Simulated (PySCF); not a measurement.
# How well do the runs reproduce experiment for fulvene?

**What was measured.**

From NIST CCCBDB Release 22 (SRD 101), experimental dipoles, for the gas: dipole moment (microwave Stark effect, vibrational ground state) 0.424 D.

How close the calculation comes is told at the end.

Species: fulvene, C6H6.
Atom-mapped SMILES: `[CH2:1]=[C:2]1[CH:3]=[CH:4][CH:5]=[CH:6]1` (hydrogens: H7, H8 on C1; H9 on C3; H10 on C4; H11 on C5; H12 on C6)

Structure used (GFN2-xTB), in Å, numbered top down from 1:
```xyz
12
C6H6 angstrom
C      1.8904    0.5478   -0.4076
C      0.6352    0.1836   -0.1387
C      0.1960   -1.0229    0.5630
C     -1.1454   -1.0064    0.6233
C     -1.6353    0.2006   -0.0303
C     -0.5881    0.9084   -0.4836
H      2.1133    1.4622   -0.9329
H      2.7309   -0.0579   -0.1104
H      0.8669   -1.7681    0.9473
H     -1.7858   -1.7444    1.0720
H     -2.6770    0.4527   -0.1176
H     -0.6000    1.8439   -1.0104
```

Runs made with PySCF (gas phase, on this GFN2-xTB geometry; no spin–orbit coupling):

| level | job | basis functions |
| --- | --- | --- |
| PBE0/pcSseg-1 | shieldings, charges and field gradients | 132 |
| PBE0/def2-SVPD | 8 singlets by full TDDFT, 3 Tamm–Dancoff triplets, polarisability | 168 |
| B3LYP/pcJ-1 | spin–spin couplings from 12 perturbed nuclei, spin–dipole term left out | 222 |

**Comparison with experiment**

**Dipole moment.** Measured: 0.424 D (NIST CCCBDB Release 22 (SRD 101), experimental dipoles).

```csv
level,computed (D),computed − measured (D),% (from the printed values)
PBE0/pcSseg-1,0.690,+0.266,+63
PBE0/def2-SVPD,0.636,+0.212,+50
B3LYP/pcJ-1,0.646,+0.222,+52
```

Closest is PBE0/def2-SVPD (+0.212 D), furthest PBE0/pcSseg-1 (+0.266 D); one molecule doesn't rank methods. All 3 levels lie above the measurement. The computed dipoles belong to one fixed geometry; measured ones are averaged over vibrations unless marked μe. Magnitudes are compared, not signs.

The geometry is computed, not the measured one. Where a level misses, the cause wasn't examined.
